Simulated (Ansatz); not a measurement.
Rutile SnO2, treated with RPBE in Ansatz (plane waves, PAW).

Run with plane-wave cutoff 520 eV, 8×8×10 k mesh (along the axes of the cell as run), Fermi–Dirac smearing 0.01 eV, scalar-relativistic PAW data made under PBE.

Energies at three volumes about the minimum:

```csv
V (Å³/atom),E − E_lowest (meV/atom)
12.623,2.57
12.880,0.00
13.138,2.32
```

Question: Fit a parabola by hand: where is the minimum, and what is the bulk modulus?

Answer: Slopes: (0.00 − 2.57)/(12.880 − 12.623) = -10.000 and (2.32 − 0.00)/(13.138 − 12.880) = 8.992 meV/Å³. Curvature E″ = 2 × (8.992 − (-10.000))/(13.138 − 12.623) = 73.755 meV/Å⁶. From the middle of the first interval, the slope vanishes at V0 = 12.7515 − (-10.000)/73.755 = 12.887 Å³/atom. B = V0 E″ = 12.887 × 73.755 meV/Å³ × 0.1602 GPa per meV/Å³ = 152 GPa. The full Birch–Murnaghan fit to all volumes gives V0 = 12.881 Å³/atom and B0 = 151 GPa.

Shape and atoms are relaxed at each volume.

Measured, for comparison: bulk modulus 212 GPa (temperature not stated, no zero-point or thermal correction, from measured elastic constants; as tabulated in Toher et al. (2017), arXiv:1611.05714). Computed (rounded) less measured: bulk modulus -29 %.

Note: the bulk modulus comes from volumes at which shape and atoms were relaxed.

Ansatz is a first-principles code.
